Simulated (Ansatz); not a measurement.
Relative stability

Two relaxed structures of CH$_{5}$BN (charge -1), singlet (PBE0-D4/def2-TZVPD; forces vanish, vibrations not checked).

A:

C1  (-0.564, 0.710, -0.337)
B2  (0.593, -0.204, 0.265)
N3  (0.242, -1.568, 0.290)
H4  (-1.465, 0.120, -0.637)
H5  (-0.210, 1.260, -1.216)
H6  (-0.881, 1.470, 0.386)
H7  (-0.669, -1.914, -0.048)
H8  (0.840, -2.294, 0.633)
(Å)

B:

C1  (-0.585, 0.777, -0.344)
B2  (0.465, -0.309, 0.223)
N3  (0.152, -1.638, 0.323)
H4  (-1.534, 0.303, -0.622)
H5  (-0.193, 1.301, -1.229)
H6  (-0.800, 1.563, 0.396)
H7  (1.566, 0.181, 0.553)
H8  (0.930, -2.177, 0.700)
(Å)

Computed with Ansatz 0.2.0 (basis: def2-TZVPPD); correlated methods freeze the cores. B3LYP uses VWN-RPA correlation.

Which structure is lower at CCSD(T), and by how much? (An estimate is asked for; the value comes from the calculation.)

The calculation gives: B, by 36.98 kcal/mol (electronic energy, against the other). By their contacts, A is CH₅BN ([CH3][B][NH2]), total charge -1 and B is CH₅BN ([CH3][BH][NH]), total charge -1.

All methods give the same order:

```csv
method,E(B) − E(A) (kcal/mol)
PBE-D4,-34.07
r2SCAN-D4,-36.99
PBE0-D4,-35.80
B3LYP-D4,-36.41
wB97M-V,-37.54
HF,-37.81
MP2,-39.00
CCSD,-37.55
CCSD(T),-36.98
```

No T1 diagnostic of these runs exceeds 0.020. The restricted Hartree–Fock reference is unstable towards an unrestricted one at one or more of these structures.

Labels in which every atom is bracketed show which atoms are joined, not bond orders.

For scale, one of the runs: CCSD(T)/def2-TZVPPD, 196 basis functions, launched by `ansatz run in.yaml --threads 2 --pin off --events-out ev --progress --plain --max-ram 4352MiB`. Hardware: 2 CPU threads of an Arm Neoverse V2, shared host. Wall time 43 s; peak host memory 2.4 GiB.
